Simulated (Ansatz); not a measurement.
## Worked example: SiAsH₃ (H-bridged), triplet against SiAsH3 (H-bridged), singlet

Geometry (PBE0/def2-TZVP stationary point of a singlet), kept for both states (SiAsH3 (H-bridged), singlet: A'; SiAsH3 (H-bridged), triplet: A''):

| atom | x (Å) | y (Å) | z (Å) |
| --- | --- | --- | --- |
| Si | -0.0418 | 0.0000 | 1.5269 |
| As | -0.0034 | 0.0000 | -0.6438 |
| H | 1.2924 | 0.0000 | 0.4670 |
| H | 0.0615 | 1.1927 | 2.4197 |
| H | 0.0615 | -1.1927 | 2.4197 |

Basis cc-pVTZ; Ansatz 0.2.0. Correlated methods freeze the noble-gas cores and the filled d shells of p-block atoms. Prefix R: restricted or restricted open-shell reference; prefix U: unrestricted. No spin–orbit coupling is included, and no scalar relativity.

Full CI isn't at hand for all of this; UCCSDT(Q) serves as the reference, and is uncertain by about the last step of the cluster series.

```csv
level,"E(SiAsH3 (H-bridged), singlet) (hartree)","E(SiAsH3 (H-bridged), triplet) (hartree)"
UHF,-2524.863074,-2524.828788
UMP2,-2525.117124,-2525.065767
UCCSD(T),-2525.165179,-2525.117005
PBE,-2526.663205,-2526.623016
wB97M-V,-2526.998234,-2526.949432
UCCSDT(Q),-2525.167239,-2525.119346
```

Give the vertical gap, SiAsH3 (H-bridged) triplet less SiAsH3 (H-bridged) singlet, at each level in eV (1 hartree = 27.2114 eV), and each error against UCCSDT(Q).

UCCSDT(Q): (-2525.119346 − (-2525.167239)) × 27.2114 = 1.303 eV (the reference)
wB97M-V: (-2526.949432 − (-2526.998234)) × 27.2114 = 1.328 eV, error 0.025 eV
PBE: (-2526.623016 − (-2526.663205)) × 27.2114 = 1.094 eV, error -0.209 eV
UCCSD(T): (-2525.117005 − (-2525.165179)) × 27.2114 = 1.311 eV, error 0.008 eV
UMP2: (-2525.065767 − (-2525.117124)) × 27.2114 = 1.397 eV, error 0.094 eV
UHF: (-2524.828788 − (-2524.863074)) × 27.2114 = 0.933 eV, error -0.370 eV

Total energies of functionals can't be set beside those of wave-function methods, since they hold the core's correlation and their own absolute errors; only the differences compare.

Each level lands on the state that its own search finds. T1 diagnostics of restricted CCSD: 0.016 and 0.030.
